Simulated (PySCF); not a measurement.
Record of a relaxation.

Species: C3H2O2.
SMILES with atom numbers: `[O:1]=[c:2]1[cH:3][c:4]1[OH:5]` (hydrogens: H6 on C3; H7 on O5)

Method: PBE0-D3(BJ)/def2-TZVP geometry optimisation, gas phase in PySCF 2.14.0; density fitting, grid level 2; the optimiser is geomeTRIC in internal coordinates, started from a GFN2-xTB structure. The frame can shift and turn from step to step; on so coarse a grid that alone can change the energy by a few meV, and forces under 0.02 eV/Å are noise.

Step 0: E = -7229.9425 eV, largest atomic force 1.226 eV/Å
```
atom  x, y, z in Å  |  force x, y, z in eV/Å
O1     -1.284   -1.769    0.040   -0.305  -0.192   0.005
C2     -0.784   -0.683    0.006    0.456   0.141  -0.001
C3     -0.831    0.739   -0.057    1.070  -0.596   0.056
C4      0.388    0.147   -0.001   -0.546  -0.164  -0.004
O5      1.686    0.367    0.022    0.023   0.205  -0.008
H6     -1.358    1.664   -0.109   -0.339   0.476  -0.031
H7      2.186   -0.462    0.072   -0.358   0.130  -0.017
```

Step 1: E = -7229.9551 eV, largest atomic force 0.348 eV/Å
```
atom  x, y, z in Å  |  force x, y, z in eV/Å
O1     -1.201   -1.797    0.433    0.113  -0.020   0.097
C2     -0.671   -0.727    0.330   -0.327   0.055  -0.092
C3     -0.662    0.692    0.510   -0.040  -0.154  -0.257
C4      0.359    0.132   -0.156    0.135   0.246   0.207
O5      1.474    0.446   -0.783   -0.057  -0.010  -0.074
H6     -1.156    1.612    0.796    0.098  -0.062   0.123
H7      1.861   -0.353   -1.155    0.077  -0.055  -0.005
```

Step 2: E = -7229.9639 eV, largest atomic force 0.202 eV/Å
```
atom  x, y, z in Å  |  force x, y, z in eV/Å
O1     -1.196   -1.799    0.444    0.060  -0.008   0.045
C2     -0.682   -0.724    0.320   -0.115   0.045  -0.052
C3     -0.667    0.692    0.500   -0.094  -0.025  -0.177
C4      0.352    0.138   -0.170    0.152  -0.004   0.096
O5      1.470    0.447   -0.794   -0.040  -0.003  -0.038
H6     -1.148    1.608    0.814    0.048  -0.005   0.106
H7      1.876   -0.357   -1.141   -0.011   0.000   0.021
```

Step 3: E = -7229.9681 eV, largest atomic force 0.139 eV/Å
```
atom  x, y, z in Å  |  force x, y, z in eV/Å
O1     -1.186   -1.800    0.454   -0.013  -0.013  -0.011
C2     -0.691   -0.720    0.307    0.054   0.006   0.028
C3     -0.675    0.693    0.486   -0.073   0.054  -0.105
C4      0.346    0.142   -0.183    0.018  -0.060   0.051
O5      1.468    0.447   -0.801   -0.003   0.001  -0.005
H6     -1.139    1.605    0.835    0.019   0.005   0.055
H7      1.881   -0.362   -1.124   -0.002   0.008  -0.012
```

Step 4: E = -7229.9687 eV, largest atomic force 0.091 eV/Å
```
atom  x, y, z in Å  |  force x, y, z in eV/Å
O1     -1.184   -1.801    0.457   -0.021  -0.001  -0.020
C2     -0.692   -0.719    0.305    0.061  -0.008   0.047
C3     -0.678    0.694    0.481   -0.042   0.035  -0.073
C4      0.346    0.142   -0.184   -0.005  -0.035   0.016
O5      1.469    0.446   -0.800    0.003   0.005   0.004
H6     -1.137    1.605    0.839    0.015  -0.001   0.031
H7      1.882   -0.362   -1.125   -0.009   0.005  -0.005
```

Step 5: E = -7229.9692 eV, largest atomic force 0.059 eV/Å
```
atom  x, y, z in Å  |  force x, y, z in eV/Å
O1     -1.183   -1.801    0.458   -0.015   0.011  -0.018
C2     -0.692   -0.719    0.305    0.032  -0.015   0.047
C3     -0.681    0.695    0.475   -0.013   0.001  -0.022
C4      0.346    0.141   -0.183   -0.019   0.005  -0.019
O5      1.470    0.446   -0.797    0.009   0.002   0.007
H6     -1.136    1.606    0.841    0.006  -0.003   0.007
H7      1.881   -0.362   -1.127   -0.002   0.000  -0.001
```

Step 6: E = -7229.9692 eV, largest atomic force 0.032 eV/Å
```
atom  x, y, z in Å  |  force x, y, z in eV/Å
O1     -1.184   -1.801    0.458   -0.006   0.006  -0.009
C2     -0.691   -0.720    0.306    0.013  -0.008   0.029
C3     -0.682    0.695    0.474   -0.002  -0.006  -0.005
C4      0.346    0.140   -0.182   -0.013   0.012  -0.024
O5      1.470    0.446   -0.796    0.007  -0.001   0.008
H6     -1.135    1.606    0.841    0.003  -0.002   0.001
H7      1.881   -0.361   -1.128    0.000  -0.001   0.001
```

Step 7: E = -7229.9693 eV, largest atomic force 0.021 eV/Å
```
atom  x, y, z in Å  |  force x, y, z in eV/Å
O1     -1.185   -1.801    0.458    0.000   0.001  -0.002
C2     -0.691   -0.720    0.307    0.001  -0.001   0.010
C3     -0.682    0.695    0.474    0.002  -0.004   0.003
C4      0.346    0.140   -0.183   -0.007   0.007  -0.018
O5      1.471    0.446   -0.796    0.004  -0.003   0.007
H6     -1.135    1.605    0.841    0.000   0.000  -0.001
H7      1.881   -0.361   -1.128    0.001  -0.001   0.000
```

Question: Summarise the path.

Answer: The energy falls by 0.62 kcal/mol from step 0 to step 7; nine tenths of that is first reached at step 3. It falls at every step. The largest force goes from 1.226 to 0.021 eV/Å. Among the bonds C3–C4 changes most (a near tie, within 0.001 Å, with another), from 1.356 to 1.340 Å; the atoms move by 0.025 Å rms after alignment.

What follows is the cost of the whole optimisation. Time: 42 s; peak memory 0.66 GiB. Hardware: one thread of an Arm Neoverse V1, shared host.
